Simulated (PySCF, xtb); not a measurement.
carbonyl sulfide anion (COS), SMILES O=C=S (connectivity only; charge and spin as stated), charge -1, multiplicity 2.

Harmonic wavenumbers (cm⁻¹) from GFN2-xTB in xtb at its own minimum, in rising order: 448, 827, 1702.

Question: What does PBE-D3(BJ)/def2-TZVPD in PySCF give at its own minimum? (An estimate is asked for; the answer gives what the named calculation found.)

Answer: 466, 693, 1631. Paired by order, the mean absolute difference is 74 cm⁻¹ and the zero-point energies are 4.3 and 4.0 kcal/mol.
